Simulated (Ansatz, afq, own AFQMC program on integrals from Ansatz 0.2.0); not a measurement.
Two steps: Ansatz 0.2.0 writes the Fock matrix and Cholesky factors of the valence space, and afq projects on them the lowest state that overlaps trial and start.

```yaml
crystal:
  periodic: [false, false, false]
  atoms:
    - {symbol: Al, position_ang: [0.000000, 0.045206, 0.673756]}
    - {symbol: O, position_ang: [0.000000, 0.045206, -1.072778]}
    - {symbol: H, position_ang: [0.000000, -3.594982, -0.955101]}
    - {symbol: H, position_ang: [0.000000, 1.667304, -0.052076]}
basis:
  gaussian: {orbitals: cc-pVDZ}
magnetization: {spin_polarized: true, initial_magnetization: 3}
correlation: {method: ccsd_t, electrons: outside_noble_gas, hamiltonian_folder: ham}
```

```sh
$ ansatz run in.yaml --threads 1 --pin off --events-out ev --progress --plain --max-ram 1382MiB
```

afq runs on the folder ham with

```
--method phaseless --trial hf --walkers 120 --populations 1 --least-time 40 --time-step 0.005 --steps-per-block 20 --equilibration-blocks 160 --max-blocks 600 --target-error 0.002400 --factor-cut 1e-05 --start spin_pure --seed 9954 --taylor-order 6
```

Times are imaginary, in 1/Eh. The walk had a cap of 1161 s.

afq prints:

```
orbitals 36  electrons 7 4  factors 246 of 397
reference energy -317.76873351 Eh
CCSD correlation -0.22634531 Eh in 19 cycles, weight of the determinant in the CISD state 0.8376
energy of the start -317.769689 Eh
 block  time / (1/Eh)  mean weight  energy / Eh
     1     0.100  1.0025  -317.825330
     2     0.200  1.0013  -317.868987
     3     0.300  0.9997  -317.903823
     4     0.400  1.0009  -317.921906
     5     0.500  1.0015  -317.935785
     9     0.900  1.0004  -317.958579
    49     4.900  0.9994  -317.976315
   113    11.300  1.0006  -317.955579
   177    17.700  0.9993  -317.990877
   241    24.100  0.9979  -317.995495
   305    30.500  1.0010  -317.989162
   369    36.900  0.9977  -317.997280
   433    43.300  0.9986  -317.996240
   497    49.700  0.9994  -317.966532
   529    52.900  0.9989  -318.092816
   561    56.100  1.0018  -318.053988
   625    62.500  0.9991  -318.034429
blocks merged  error / Eh  count
     1  0.001063  480
     2  0.001394  240
     4  0.001759  120
     8  0.002100  60
    16  0.002260  30
    32  0.002199  15
energy -317.996367 +/- 0.002260 Eh
(rows thinned)
```

The run passed its tests (sampling time, drift between the halves within three errors, error under three times the target), which doesn't prove that it has relaxed. The second half of the sampling lies below the first by 2.4 errors of their difference, so the energy may still be moving and its error bar be too small.

Against this walk (error 61.5 meV) on the same determinant: CCSD(T) 165.4 meV lower, CCSDT(Q) 255.3 meV lower, a separate phaseless walk with a CISD trial and standard settings 176.8 ± 64.9 meV lower. The error is statistical and leaves out the bias of the constraint. CCSDT(Q) is the surest value here, so the walk's 255 meV above it is most likely the bias of the constraint with this trial, which can have either sign.

Cautions: constraint bias not in the error; lower spins were not checked; higher spins were not checked; strong correlation (T1 0.057, weight of the determinant 0.84, largest double 0.04); the bias of populations of 120 walkers isn't removed.

The walk took 4.3 min on 1 thread of Intel(R) Xeon(R) Platinum 8259CL CPU @ 2.50GHz (Skylake/Cascade Lake), on a shared host. The log's last line is the phaseless energy.

CCSDT and higher add their correlation energy to the determinant of the CCSD(T) run, since their own runs factorise the integrals more tightly (a shift of under 2 meV). A walk keeps the symmetry of its determinant, which the program's search chose and which needn't be the lowest solution, so a lower state of the same spin and another symmetry isn't excluded.
